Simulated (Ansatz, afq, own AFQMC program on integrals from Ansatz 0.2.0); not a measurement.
AFQMC on a folder of integrals that Ansatz 0.2.0 wrote.

```yaml
crystal:
  periodic: [false, false, false]
  atoms:
    - {symbol: Zr, position_ang: [0.000000, 0.000000, 0.000000]}
basis:
  gaussian: {orbitals: def2-TZVP}
magnetization: {spin_polarized: true, initial_magnetization: 2}
correlation: {method: ccsd_t, electrons: outside_noble_gas, hamiltonian_folder: ham}
```

```sh
$ ansatz run in.yaml --threads 1 --pin off --events-out ev --progress --plain --max-ram 16896MiB --backend cuda --devices 0, --max-vram 18GiB
```

Options of the walk:

```
--method phaseless --trial hf --walkers 4000 --populations 20 --least-time 40 --time-step 0.005 --steps-per-block 20 --equilibration-blocks 160 --max-blocks 4000 --target-error 0.00036 --factor-cut 1e-05 --start spin_pure --seed 8008 --taylor-order 6
```

Times are imaginary, in 1/Eh. The walk had a cap of 49 s. With eight or more populations the least sampling time is a fifth of least-time, and the error comes from their spread. Core potentials past Kr, no spin–orbit coupling.

Output of the walk:

```
orbitals 36  electrons 3 1  factors 242 of 242
reference energy -46.44269748 Eh
CCSD correlation -0.05239688 Eh in 12 cycles, weight of the determinant in the CISD state 0.9047
energy of the start -46.442764 Eh
 block  time / (1/Eh)  mean weight  energy / Eh
     1     0.100  1.0001  -46.447351
     2     0.200  1.0003  -46.451535
     3     0.300  1.0002  -46.455035
     4     0.400  1.0001  -46.458221
     5     0.500  1.0002  -46.460834
     8     0.800  1.0002  -46.467338
    17     1.700  1.0001  -46.479414
    41     4.100  0.9999  -46.490736
    65     6.500  0.9999  -46.494633
    89     8.900  0.9999  -46.493791
   113    11.300  0.9999  -46.494514
   137    13.700  0.9999  -46.494344
   145    14.500  1.0000  -46.495399
   161    16.100  1.0000  -46.493259
   185    18.500  0.9999  -46.492628
   209    20.900  0.9998  -46.493072
   233    23.300  0.9999  -46.492389
   257    25.700  0.9998  -46.492062
   281    28.100  1.0001  -46.492485
   305    30.500  1.0000  -46.490353
   329    32.900  1.0000  -46.491798
   353    35.300  1.0003  -46.494558
error from the spread of 20 populations
energy -46.492498 +/- 0.000532 Eh
(rows thinned)
```

The run passed its tests (sampling time, drift between the halves within three errors, error under three times the target), which doesn't prove that it has relaxed, ending at its cap on processor time.

Against this walk (error 14.5 meV) on the same determinant: CCSD(T) 130.6 meV lower, CCSDT(Q) 163.0 meV lower, full CI 163.9 meV lower, a separate phaseless walk with a CISD trial and standard settings 137.8 ± 14.5 meV lower. The error is statistical and leaves out the bias of the constraint. Full CI is exact here, so the walk's 164 meV above it is the walk's own error: the bias of the constraint with this trial. It lies above even CCSD, by 71 meV.

Cautions: constraint bias not in the error; error above the target (14.5 against 9.8 meV); no spin-orbit coupling; outer-core shells of the metal frozen.

The walk took 49 s on 1 × NVIDIA H100 80GB HBM3 with 2 threads of AMD EPYC 7R13 Processor (Zen 3), on a shared host (the card was shared). The log's last line is the phaseless energy.

CCSDT and higher add their correlation energy to the determinant of the CCSD(T) run, since their own runs factorise the integrals more tightly (a shift of under 2 meV). A walk keeps the symmetry of its determinant, which the program's search chose and which needn't be the lowest solution, so a lower state of the same spin and another symmetry isn't excluded.
